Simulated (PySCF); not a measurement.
# Cost of excited-state runs on `[CH2][CH+]CC=C`, [C5H8]+, doublet, charge +1

Bonds (- single, = double, # triple, : aromatic): C1-C2 1.343 Å, C2-C3 1.499 Å, C3-C4 1.500 Å, C4=C5 1.343 Å. C1 carries H6, H7; C2 carries H8; C3 carries H9, H10; C4 carries H11; C5 carries H12, H13. Formal charges: C2 +1.

Total charge +1. H13 is cis to C3; H12 is trans to C3.

PySCF with density fitting, on 1 thread of an AMD EPYC, shared host. Command: `OMP_NUM_THREADS=1 python excited_run.py task.json out`

Task: How long does each of these runs take, and how much memory?
- open-shell absorption, B3LYP/def2-SVPD; 10 states; Tamm-Dancoff; IEF-PCM water
- open-shell absorption, B3LYP/def2-SVPD; 10 states; Tamm-Dancoff

Result: 
| run | level | basis functions | wall time | peak memory (GiB) |
| --- | --- | --- | --- | --- |
| open-shell absorption | B3LYP/def2-SVPD | 164 | 46 s | 0.61 |
| open-shell absorption | B3LYP/def2-SVPD | 164 | 60 s | 0.55 |

Times from a shared host are rough.
